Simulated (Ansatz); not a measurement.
fcc Pt, treated with B3LYP (VWN-RPA form) in Ansatz (PAW).

Settings: plane-wave cutoff 460 eV, 14×14×14 k mesh, Fermi–Dirac smearing 0.05 eV, scalar-relativistic PAW data made under PBE.

Cell (relaxed at this level):

```xyz
1
Lattice="0.0000 2.0005 2.0005 2.0005 0.0000 2.0005 2.0005 2.0005 0.0000" Properties=species:S:1:pos:R:3 pbc="T T T"
Pt     0.0000     0.0000     0.0000
```

Q: Predict the bulk modulus B0 and pressure derivative B′ of the bulk modulus.

A: 
- bulk modulus B0: 226 GPa
- pressure derivative B′ of the bulk modulus: 5.7

Measured, for comparison: bulk modulus 289 GPa (corrected for temperature and zero-point phonon effects; as tabulated in Levämäki et al. (2014), arXiv:1402.3671). Computed (rounded) less measured: bulk modulus -22 %.

Spin–orbit coupling is not included.

Cost on a shared machine: roughly 11 core-minutes.

Ansatz is a first-principles code.
